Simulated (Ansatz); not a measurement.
We consider bcc Rb, described by HSE06 (Ansatz, a program for electronic structure, PAW).

Excerpt of the program's output:

```
WARN output.stress: scf.exx.energy_threshold = 1e-6 eV is looser than the 1e-8 eV advised for a stress under a hybrid functional (1e-8 eV for each atom of the …
Crystal: 1 atoms, lattice volume = 93.962 Å³
Basis set: ecut = 460 eV, 2123 PW (Γ), exchange–correlation on 72×72×72 points (8 copies of the dense FFT grid, shifted against one another)
Bands: 9, of which v1, the nominal top of the filled ones, is band 5 counted from 1 (4 counted from 0)
Symmetry: 48 space group operations
Space group: Im-3m (ITA 229), of the structure as read, at distance tolerance 4.5e-5 Å
k-points: 29 of 512
SCF iter   1: F=—  HF=-3267.348444 eV  |F-HF|=—  |Δ(HF+E_count)|=         —  Δρ=6.69e-4  dr2=3.62e-4
SCF iter   2: F=—  HF=-3267.348421 eV  |F-HF|=—  |Δ(HF+E_count)|=   2.32e-5  Δρ=3.56e-4  dr2=1.03e-4
  ...
SCF 1 converged in 7 iterations: F = -3267.348390 eV  dr2 = 5.26e-11
Crystal: 1 atoms, lattice volume = 93.962 Å³
Initial density: handed on by an earlier stage of this run
Crystal: 1 atoms, lattice volume = 93.962 Å³
SCF iter   3: F=—  HF=-3269.813230 eV  |F-HF|=—  |Δ(HF+E_count)|=   4.08e-8  Δρ=8.81e-7  dr2=4.81e-10
SCF iter   4: F=-3269.813230 eV  HF=-3269.813230 eV  |F-HF|=9.09e-12  |Δ(HF+E_count)|=  1.59e-11  Δρ=3.11e-7  dr2=6.88e-11
SCF 3 converged in 4 iterations: F = -3269.813230 eV  dr2 = 6.88e-11
Free energy (F): -3269.813230 eV
Internal energy: -3269.803684 eV  (E = F + TS)
E sigma→0 (E₀):  -3269.808457 eV
Fermi energy:    1.879995 eV
--- Stress (GPa, compression-positive) ---
        0.000043       0.000000      -0.000000
        0.000000       0.000043       0.000000
       -0.000000      -0.000000       0.000043
  P = ⅓ Tr σ = 0.0000 GPa (0.000 kbar)
```

Write an input file that could have produced this run (the log leaves some choices open).

This is not unique; one that fits is 
Ansatz 0.2 input:
```yaml
crystal:
  lattice:
    - [-2.8639422724, 2.8639422724, 2.8639422724]
    - [2.8639422724, -2.8639422724, 2.8639422724]
    - [2.8639422724, 2.8639422724, -2.8639422724]
  atoms:
    - { symbol: Rb, position: [0.0, 0.0, 0.0] }
basis:
  ecutwfc: 460
  ecutrho_ratio: 4
  xc_grid: 2
kpoints:
  mp_grid: { grid: [8, 8, 8] }
hamiltonian:
  xc: hse06
  dispersion: none
  pseudopotentials: { kind: paw }
scf:
  occupations: { method: fermi_dirac, width: 0.05 }
  convergence: { dr2_threshold: 0.0000000001 }
output:
  forces: false
  stress: true
  eigenvalues: true
```

The PAW data were made under PBE.

Note: the run warned that the count of filled bands differs between k points.
